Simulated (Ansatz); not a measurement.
Ansatz (a first-principles code) input (wB97M-V/def2-TZVPD):

Ansatz 0.2 input:
```yaml
crystal:
  periodic: [false, false, false]
  atoms:
    - {symbol: C, position_ang: [-0.00010414, 0.00182433, 0.37345697]}
    - {symbol: H, position_ang: [-0.00040982, 0.00717911, 1.46962680]}
    - {symbol: C, position_ang: [0.00527279, 1.45451781, -0.10275072]}
    - {symbol: H, position_ang: [0.00576684, 1.50170122, -1.19558193]}
    - {symbol: H, position_ang: [-0.87616957, 1.99250991, 0.25267727]}
    - {symbol: H, position_ang: [0.89035934, 1.98614304, 0.25320099]}
    - {symbol: C, position_ang: [1.25747259, -0.73250124, -0.09171798]}
    - {symbol: H, position_ang: [1.30316732, -0.76426270, -1.18415093]}
    - {symbol: H, position_ang: [2.16244952, -0.23561540, 0.26440899]}
    - {symbol: H, position_ang: [1.27366904, -1.76227269, 0.27161884]}
    - {symbol: C, position_ang: [-1.26266536, -0.72341823, -0.09246512]}
    - {symbol: H, position_ang: [-1.30794011, -0.75485182, -1.18492504]}
    - {symbol: H, position_ang: [-1.28649968, -1.75304541, 0.27085983]}
    - {symbol: H, position_ang: [-2.16424811, -0.22002124, 0.26312626]}
basis:
  gaussian:
    orbitals: def2-TZVPD
hamiltonian:
  xc: {name: wB97M-V}
magnetization: {spin_polarized: true, initial_magnetization: 2}
```

End of the output:

```
integrals: 0.18 GiB planned
1206 factors; their error is unknown
integrals: 0.21 GiB planned
537 factors; integrals over basis functions are off by at most 1.1e-6 eV
mean field: 2.50 GiB planned
mean field evaluation 1: about -4296.2148 eV, gradient 3.3e1 eV
mean field evaluation 2: about -4298.9220 eV, gradient 2.4e1 eV
mean field evaluation 4: about -4301.6368 eV, gradient 9.9e-1 eV
mean field evaluation 8: about -4301.6898 eV, gradient 2.7e-1 eV
mean field evaluation 16: about -4301.6585 eV, gradient 2.0e-2 eV
mean field evaluation 32: about -4301.6585 eV, gradient 3.5e-5 eV
mean field -4301.65851810 eV, -158.0830347713 hartree, gradient 9.1e-6 eV, S^2 2.002925; 4 other end points of the search recorded, 0 dependent functions left out
reference -4301.65857081 eV, -158.0830367082 hartree; 18, 16 occupied and 220, 222 virtual orbitals, 1206 factors
Total energy: -4301.65857081 eV, -158.0830367082 hartree
```

This state (charge 0, triplet) is run at the relaxed geometry of the species with charge 0 and multiplicity 1, and is a spin state other than that species' own.
